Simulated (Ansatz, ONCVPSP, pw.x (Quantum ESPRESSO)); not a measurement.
## What a changed setting does to a pw.x run (bcc Mo)

Potential: optimised norm-conserving Vanderbilt (ONCV), ONCVPSP 4.0.1, LDA (Perdew-Wang 92); core [Ar] 3d10, reference 4s2 4p6 4d6; waves: 4s: rc 1.85 bohr, ncon 4, nbas 9, qcut 5.2 1/bohr, 2 projectors, debl 3.9 Ha; 4p: rc 1.85 bohr, ncon 4, nbas 8, qcut 8.1 1/bohr, 2 projectors, debl 2.6 Ha; 4d: rc 2.15 bohr, ncon 4, nbas 8, qcut 6.5 1/bohr, 2 projectors, debl 3.4 Ha; local part: polynomial inside 1.70 bohr (lpopt 5, dvloc0 3 Ha); core correction: Teter function, fcfact 6.4, rcfact 1.4.

The reference run (k-mesh 15³, cutoffs 50/200 Ry, Fermi–Dirac 0.01 Ry, mixing_beta 0.4, conv_thr 1e-9, no spin) gives 2.27 GPa at 15.067 Å³/atom, where all-electron LAPW gives 0.24 GPa. This run, with its own iteration cap, changes smearing to mv.

```
&control
  calculation='scf', prefix='x', pseudo_dir='./', outdir='./tmp', tstress=.true., disk_io='none'
/
&system
  ibrav=0, nat=1, ntyp=1, ecutwfc=50, ecutrho=200, nbnd=15,
  occupations='smearing', smearing='mv', degauss=0.01
/
&electrons
  conv_thr=1e-09, mixing_beta=0.4, electron_maxstep=60
/
ATOMIC_SPECIES
Mo 1.0 Mo.UPF
CELL_PARAMETERS angstrom
  -1.55592598 1.55592598 1.55592598
  1.55592598 -1.55592598 1.55592598
  1.55592598 1.55592598 -1.55592598
ATOMIC_POSITIONS crystal
Mo 0.0000 0.0000 0.0000
K_POINTS automatic
15 15 15 0 0 0
```

```bash
pw.x < Mo.scf.in > Mo.scf.out
```

Task: How does the run end?

Result: It converges in 8 iterations; the free energy moves by +21.5 meV/atom and the pressure by +0.05 GPa. This scheme is built to cancel the term in the square of the width that Fermi–Dirac smearing leaves in the F of a metal.

```
Message from routine setup:
     using ibrav=0 with symmetry is DISCOURAGED, use correct ibrav instead
     lattice parameter (alat)  =       5.0927  a.u.
     unit-cell volume          =     101.6772 (a.u.)^3
     number of electrons       =        14.00
     number of Kohn-Sham states=           15
     kinetic-energy cutoff     =      50.0000  Ry
     charge density cutoff     =     200.0000  Ry
     scf convergence threshold =      1.0E-09
     Exchange-correlation= SLA  PW   NOGX NOGC
     number of k points=   120  Marzari-Vanderbilt smearing, width (Ry)=  0.0100
     iteration #  1     ecut=    50.00 Ry     beta= 0.40
     total energy              =    -150.07422606 Ry
     estimated scf accuracy    <       0.19350835 Ry
     iteration #  2     ecut=    50.00 Ry     beta= 0.40
     total energy              =    -150.08090946 Ry
     estimated scf accuracy    <       0.02204236 Ry
     iteration #  3     ecut=    50.00 Ry     beta= 0.40
     total energy              =    -150.08293399 Ry
     estimated scf accuracy    <       0.00147877 Ry
     iteration #  4     ecut=    50.00 Ry     beta= 0.40
     total energy              =    -150.08305978 Ry
     estimated scf accuracy    <       0.00005269 Ry
     iteration #  5     ecut=    50.00 Ry     beta= 0.40
     total energy              =    -150.08307044 Ry
     estimated scf accuracy    <       0.00000188 Ry
     iteration #  6     ecut=    50.00 Ry     beta= 0.40
     total energy              =    -150.08307055 Ry
     estimated scf accuracy    <       0.00000002 Ry
     iteration #  7     ecut=    50.00 Ry     beta= 0.40
     total energy              =    -150.08307056 Ry
     estimated scf accuracy    <          6.9E-09 Ry
     iteration #  8     ecut=    50.00 Ry     beta= 0.40
     the Fermi energy is    21.8597 ev
!    total energy              =    -150.08307056 Ry
     estimated scf accuracy    <          5.6E-10 Ry
     smearing contrib. (-TS)   =      -0.00003006 Ry
     The total energy is F=E-TS. E is the sum of the following terms:
     one-electron contribution =     -16.00864551 Ry
     hartree contribution      =      17.84395076 Ry
     xc contribution           =     -30.62186738 Ry
     ewald contribution        =    -121.29647837 Ry
     convergence has been achieved in   8 iterations
          total   stress  (Ry/bohr**3)                   (kbar)     P=       23.13
     Message from routine punch:
     Nothing written, as per user request (disk_io='none')
```

The run took about 14 s on one core of a shared host (Intel(R) Xeon(R) Platinum 8259CL CPU @ 2.50GHz, 96 threads, 755 GiB, load 39).
